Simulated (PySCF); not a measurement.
C₃H₅FO.
Structure used (PBE0-D3(BJ)/def2-SVP), in Å, numbered top down from 1:
```
atom  x, y, z in Å
O1     0.276   -0.989   -1.433
C2    -0.171   -0.745   -0.152
C3    -0.863    0.560    0.168
C4     0.527    0.305    0.647
F5     1.534    0.939   -0.023
H6     1.084   -0.474   -1.556
H7    -0.513   -1.648    0.366
H8    -1.680    0.584    0.894
H9    -0.955    1.258   -0.670
H10    0.759    0.180    1.709
```

Method used: TDDFT B3LYP/def2-SVPD, vertical, gas phase, core orbitals frozen in the response (PySCF 2.14.0, density-fitted response routines).

Transition dipole moments from the ground state, in atomic units and in the frame of the coordinates above (overall signs are arbitrary), for the states with f of 0.002 or more among the lowest 8:

| state | E (eV) | μx | μy | μz |
| --- | --- | --- | --- | --- |
| S1 | 6.525 | -0.184 | 0.112 | 0.004 |
| S2 | 7.180 | 0.058 | 0.160 | -0.030 |
| S4 | 7.557 | 0.134 | -0.336 | -0.024 |
| S5 | 7.826 | -0.087 | 0.178 | -0.119 |
| S6 | 8.030 | -0.032 | -0.155 | 0.044 |
| S7 | 8.069 | 0.063 | 0.007 | 0.118 |
| S8 | 8.364 | 0.344 | -0.065 | 0.105 |

Problem. What oscillator strength does each state have?

Solution. f = (2/3) ΔE |μ|² with ΔE in hartree (27.2114 eV).

```
state  |μ|² (au)  |μ| (D)      f
   S1      0.047     0.55  0.007
   S2      0.030     0.44  0.005
   S4      0.131     0.92  0.024
   S5      0.053     0.59  0.010
   S6      0.027     0.42  0.005
   S7      0.018     0.34  0.004
   S8      0.134     0.93  0.027
```

Problem. Which bond between heavy atoms lies closest to the direction of the S8 transition dipole?

Solution. C3–C4, at 2° from it; next C2–C3 at 58°.

Problem. What angle do the transition dipoles of S5 and S8 make?

Solution. |cos θ| = |μa·μb| / (|μa| |μb|) = 0.64, so θ ≈ 50° (taken between 0 and 90°, since the signs are arbitrary).

Problem. What peak molar absorption coefficient would the strongest computed level give as a lone Gaussian band 0.4 eV wide at half height?

Solution. ε(max) = 2.175×10⁸ f / FWHM, with the width in cm⁻¹. S8: 2.175×10⁸ × 0.0274 / 3226 ≈ 1800 L mol⁻¹ cm⁻¹.

The vertical ionisation energy (ΔSCF) is 9.95 eV, 1.59 eV above S8.

Hardware: an Arm Neoverse V1 with one thread, on a shared host. Cost: 50 s of wall time.

One conformer stands for the species.

Without π bonds the low states may be Rydberg-like; a valence basis with one diffuse set may place them up to an eV too high.
